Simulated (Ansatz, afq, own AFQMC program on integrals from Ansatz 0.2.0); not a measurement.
# AlHO, triplet: AFQMC among the cluster methods

| atom | x (Å) | y (Å) | z (Å) |
| --- | --- | --- | --- |
| Al | 0.0000 | 0.0000 | 1.4330 |
| O | 0.0000 | 0.0000 | -0.2415 |
| H | 0.0000 | 0.0000 | -1.1915 |

Connectivity, by distances: Al–OH.

Basis cc-pVDZ. Only valence electrons are correlated. Integrals, coupled cluster, full CI and functionals: Ansatz 0.2.0; the random walks run on the same integrals in our own AFQMC program. The CISD trial takes its coefficients from CCSD amplitudes. Released means that phaseless walkers are propagated on without the constraint, phases kept. Free AFQMC starts from the CCSD state and is never constrained. Its projection time is finite, and what remains of the start isn't in its error. Uncertainties: one standard error, sampling alone.

Determinant: UHF, the one that the program's search chose, which needn't be the lowest solution. The geometry is a PBE0/def2-TZVP stationary point of this or a neighbouring charge and spin state.

No full CI on the walks' own integrals is used here; CCSDT(Q) serves as the reference and is uncertain by about the last step of the cluster series.

Cautions: another spin lies lower (by 3.43 eV).

The T1 diagnostic is 0.0179 and the weight of the determinant in the CISD state is 0.928. The ⟨S²⟩ of the determinant is 2.002. The size of the correlated space is 10 electrons in 31 orbitals.

```tsv
level	correlation energy (eV)
MP2	-5.7990
CCSD	-6.0172
CCSD(T)	-6.1420
```

Q: Estimate where phaseless AFQMC with a CISD trial lies against CCSD(T) on the same integrals.

A: 0.88 ± 0.44 mEh below CCSD(T).

Reference: CCSDT(Q), correlation energy -6.171 eV. The released energy is read at 2.40 1/Eh (meV from the phaseless value at times in 1/Eh: 0 ± 12 at 0.24, 13 ± 10 at 0.51, 9 ± 15 at 0.99, -11 ± 17 at 1.62, 3 ± 15 at 2.40).

```tsv
level	E − E(reference) (mEh)	share of correlation (%)
CCSD(T)	1.06	99.53
CCSDT	0.66	99.71
ph-AFQMC/HF	-4.28 ± 2.55	101.89
ph-AFQMC/CISD	0.18 ± 0.44	99.92
released AFQMC	0.27 ± 0.54	99.88
free AFQMC	-0.18 ± 0.43	100.08
```

Free projections are given only where their last times agree within the noise and don't stop above the reference; a slow remainder of the start can still hide under it. A walk keeps the symmetry of its determinant, which the program's search chose and which needn't be the lowest solution, so a lower state of the same spin and another symmetry isn't excluded. Released energies are given only where the last usable release times agree within the noise; a slower fall can still hide under it.
